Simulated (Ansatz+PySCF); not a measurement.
**singlet C6H4: levels of theory in one basis**

```yaml
atoms:
  - { symbol: C, position_ang: [0.0000, 0.6763, -1.3334] }
  - { symbol: C, position_ang: [0.0000, -0.6763, -1.3334] }
  - { symbol: C, position_ang: [0.0000, 1.5795, -0.1446] }
  - { symbol: C, position_ang: [0.0000, -1.5795, -0.1446] }
  - { symbol: C, position_ang: [0.0000, 0.7588, 1.1390] }
  - { symbol: C, position_ang: [0.0000, -0.7588, 1.1390] }
  - { symbol: H, position_ang: [0.0000, 2.7588, -0.1407] }
  - { symbol: H, position_ang: [0.0000, -2.7588, -0.1407] }
  - { symbol: H, position_ang: [0.0000, 1.3281, 2.1746] }
  - { symbol: H, position_ang: [0.0000, -1.3281, 2.1746] }
```

Basis set: def2-SVP (spherical functions). Frozen core: 6 orbitals. Charge 0, multiplicity 1.

Computed with Ansatz (development build ahead of 0.2.0); each method stands on the lowest determinant of its kind that the runs found. NEVPT2 correlates all electrons. Active spaces start from the frontier orbitals, and the lowest solution found is given.

```csv
method,E − E(RHF) (eV),<S²> of the determinant
RHF,0.00,0.00
UHF,-2.24,2.09
RHF-MP2,-22.48,–
UHF-MP2,-19.87,2.09
"CASSCF(8,8)",-4.43,–
```

(1) What does SC-NEVPT2(8,8) give on the same scale?

(2) Is a single determinant a sound starting point here?

## Answers

(1) -22.67 eV. NEVPT2 here correlates all electrons, so it doesn't share the others' frozen core.

(2) It is doubtful. Unrestricted orbitals lower Hartree–Fock by 2.24 eV and <S²> is 2.09 where a pure state has 0.00, a sign of strong static correlation. The CASSCF(8,8) natural occupations are 1.94, 1.87, 1.84, 1.77, 0.23, 0.16, 0.13, 0.06.

Caution for RHF, RHF-MP2: an unrestricted determinant lies well below. Caution for UHF, UHF-MP2: the unrestricted determinant is a mixture of spin states; the determinant breaks the point group. Caution for UHF-MP2: another reference gives a lower total. Caution for CASSCF(8,8): other starts end on other solutions of this active space.
